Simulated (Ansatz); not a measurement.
Mg2Si, relaxed as a singlet with RKS B3LYP-D4/def2-TZVP in Ansatz, starting from the GFN1-xTB geometry. Force threshold 0.02 eV/Å.

The restricted singlet is unstable towards broken spin symmetry in Hartree–Fock (as tested in another run); at B3LYP-D4/def2-TZVP this wasn't settled. Another isomer (triplet) lies 0.20 eV lower at PBE0-D4/def2-TZVP; other spin states weren't run for this one.

Start:

Cartesian coordinates in Å:
```
Mg 0.465 0.848 -1.245
Mg -1.436 -0.173 0.630
Si 0.971 -0.675 0.615
```

```csv
step,energy (eV),largest force component (eV/Å),SCF passes
1,-18765.7958,0.453,34
2,-18765.8472,0.044,40
3,-18765.8476,0.008,35
```

Force components are those of the run's own axes.

End:

```xyz
3

Mg    0.582    0.886   -1.328
Mg   -1.512   -0.240    0.738
Si    0.930   -0.647    0.590
```

By distances, no bond broke or formed. The bond that changes most is Mg1–Mg2, from 2.86 to 3.15 Å (atoms count from 1).

No frequencies were taken in this run, so the end may be a saddle point.

It took 3.8 s on 4 threads of Arm Neoverse V1 on a shared host.
